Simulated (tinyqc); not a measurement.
The basis set: RHF and MP2 along a ladder of basis sets, for H2O, spin multiplicity 1. Computed by the program tinyqc with PySCF. Same geometry throughout; the dipole is taken about the origin.

Geometry (angstrom):

| atom | x | y | z |
|---|---|---|---|
| O | 0.0000 | 0.0000 | 0.0000 |
| H | 0.0000 | 0.6830 | 0.5630 |
| H | 0.0000 | -0.7310 | 0.6030 |

RHF and frozen-core MP2 in a ladder of bases:

| basis | functions | E(RHF) (hartree) | E(MP2 corr) (hartree) | HOMO (eV) | LUMO (eV) | dipole (debye) |
|---|---|---|---|---|---|---|
| sto-3g | 7 | -74.948848 | -0.032728 | -10.8127 | 17.5252 | 1.8054 |
| 3-21g | 13 | -75.575443 | -0.118019 | -13.1646 | 7.4463 | 2.4773 |
| 6-31g | 13 | -75.976053 | -0.124172 | -13.7566 | 5.7311 | 2.6708 |
| 6-31g** | 24 | -76.017769 | -0.191722 | -13.6389 | 6.0513 | 2.2045 |
| aug-cc-pvdz | 41 | -76.036481 | -0.216007 | -13.9886 | 0.9717 | 2.0210 |
| cc-pvtz | 58 | -76.052855 | -0.258878 | -13.8567 | 3.9443 | 2.0461 |

Estimate the missing row, basis = cc-pvdz.

Computed row:
```
basis    functions  E(RHF) (hartree)  E(MP2 corr) (hartree)  HOMO (eV)  LUMO (eV)  dipole (debye)
cc-pvdz         24        -76.021657              -0.199080   -13.5430     5.1850          2.0675
```

From cc-pVDZ to cc-pVTZ the RHF energy falls by 31.2 mhartree and the correlation energy by 59.8. If valence correlation converges as X^-3, (27 E(T) - 8 E(D))/19 gives -0.2841 hartree, a rough estimate from such small X that usually falls short; STO-3G holds about 12 % of it. Beyond STO-3G the LUMO moves by 6.5 eV and the HOMO by 0.8 eV; diffuse functions lower the positive LUMO sharply, since an unbound virtual level tracks the most diffuse function.
